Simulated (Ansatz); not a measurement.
**HB–BH, triplet: reading a ladder of total energies**

Geometry: that of the HB–BH, singlet, kept fixed.

```yaml
atoms:
  - { symbol: B, position_ang: [0.0000, 0.0000, 0.7625] }
  - { symbol: B, position_ang: [0.0000, 0.0000, -0.7625] }
  - { symbol: H, position_ang: [0.0000, 0.0000, 1.9383] }
  - { symbol: H, position_ang: [0.0000, 0.0000, -1.9383] }
```

Basis 6-31G; Ansatz 0.2.0. Only valence electrons are correlated (noble-gas cores frozen), which leaves 8 electrons in 20 orbitals. R marks a restricted (for open shells ROHF) determinant, U an unrestricted one.

Full CI is exact within this basis and frozen core; it isn't the basis-set limit. The frozen core follows each run's orbitals, which can shift R against U totals by a few meV.

Runs differ by some tens of microhartree through their thresholds and, for an open shell, their frozen cores, so steps under 0.1 kcal/mol mean nothing.

| level | total energy (hartree) |
| --- | --- |
| UHF | -50.403788 |
| UMP2 | -50.482175 |
| UCCSD | -50.505011 |
| UCCSD(T) | -50.507213 |
| UCCSDT | -50.507898 |
| UCCSDT(Q) | -50.508034 |
| full CI | -50.508054 |

Q: What is the correlation energy at full CI, and what share of it do UMP2 and UCCSD recover?

A: E(corr) = -50.508054 − (-50.403788) = -0.104266 hartree = -2.837 eV. UMP2: -0.078387 / -0.104266 = 75.18 %. UCCSD: -0.101223 / -0.104266 = 97.08 %.

Q: By how many kcal/mol does UCCSD(T) miss full CI (1 hartree = 627.509 kcal/mol), and which steps make up the rest?

A: -50.507213 − (-50.508054) = 0.000841 hartree = 0.53 kcal/mol. Steps: UCCSDT − UCCSD(T) = -0.43, UCCSDT(Q) − UCCSDT = -0.09, full CI − UCCSDT(Q) = -0.01 kcal/mol. That is within 1 kcal/mol of the reference in this basis, which itself misses far more of the correlation at the basis-set limit.
